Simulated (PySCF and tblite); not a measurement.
The numbers below are computed, except where a source is named.
C₅H₈O, numbered as in [CH2:1]=[CH:2][C:3](=[O:4])[CH2:5][CH3:6].

Search: ETKDG and KDG, MMFF94s, GFN2-xTB, 90 starts; geometries at GFN2-xTB. Weights use B3LYP-D3(BJ)/def2-TZVP (IEF-PCM, chloroform) energies plus GFN2-xTB zero-point and thermal terms (modes under about 100 cm⁻¹ blended into free rotors). Symmetry numbers and mirror images are counted. Conformers within 3 kcal/mol (GFN2-xTB free energy) were kept, 5 at most. Couplings: B3LYP/6-31G* with pcJ-1 on H (gas phase; spin-dipole term only for pairs with B, N, F, Si or P). Couplings are for ¹H. H–H couplings come out 0.1 to 0.9 Hz lower than with pcJ-1 on all atoms. Of two unlike H on one atom, a is the less shielded (wB97X-D/pcSseg-1 (IEF-PCM, chloroform)). Programs: PySCF with density fitting and tblite.

Torsions listed: C1–C2–C3–O4, O4–C3–C5–C6. Of a mirror pair one member is shown.

| conformer | shape | weight % |
| --- | --- | --- |
| 1 | 180°, 0° | 46.9 |
| 2 | 0°, 0° | 41.3 |
| 3 | -165°, -107° | 11.8 |

(1) Give the couplings in each conformer and the averages at 298.15 K (pairs that fast motion interchanges averaged).

## Answers

(1) 
```tsv
coupling	pairs	1	2	3	average (Hz)
²J(H1a,H1b)	1	-1.1	0.5	-1.1	-0.4
³J(H1a,H2)	1	18.3	16.6	18.4	17.6
³J(H1b,H2)	1	12.9	11.0	13.0	12.1
²J(H5,H5)	1	-18.8	-19.9	-12.3	-18.5
³J(H5,H6)	6	7.2	7.0	8.2	7.2
²J(H6,H6)	3	-13.8	-13.9	-13.9	-13.9
```
